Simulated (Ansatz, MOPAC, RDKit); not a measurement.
Species: tetrafluorosilane, SiF₄, charge 0, multiplicity 1. SMILES: F[Si](F)(F)F

Atoms: Si1, F2, F3, F4, F5. Bonds: Si1-F2, Si1-F3, Si1-F4, Si1-F5.

Bond lengths (Å) and angles (degrees) optimised at MMFF94 with RDKit; AM1 with MOPAC; PM3 with MOPAC; HF/STO-3G with Ansatz (a quantum-chemistry and plane-wave program); HF/6-31G* with Ansatz; MP2/6-31G* with Ansatz, each started from the B3LYP-D3(BJ)/def2-TZVP structure (Ansatz) of the last column. A row stands for all coordinates that are equal there. 6-31G* holds six Cartesian d functions. No wavenumbers were computed at MMFF94, HF/STO-3G, MP2/6-31G*, so these may be saddle points.

```json
[
 {"coordinate": "Si1-F2", "MMFF94": "1.602", "AM1": "1.604", "PM3": "1.580", "HF/STO-3G": "1.585", "HF/6-31G*": "1.557", "MP2/6-31G*": "1.583", "B3LYP-D3(BJ)/def2-TZVP": "1.567"},
 {"coordinate": "F2-Si1-F3", "MMFF94": "109.5", "AM1": "109.5", "PM3": "109.5", "HF/STO-3G": "109.5", "HF/6-31G*": "109.5", "MP2/6-31G*": "109.5", "B3LYP-D3(BJ)/def2-TZVP": "109.5"}
]
```

Mean signed difference of all 4 bond lengths from B3LYP-D3(BJ)/def2-TZVP: MMFF94 0.034 Å, AM1 0.036 Å, PM3 0.013 Å, HF/STO-3G 0.017 Å, HF/6-31G* -0.010 Å, MP2/6-31G* 0.016 Å.
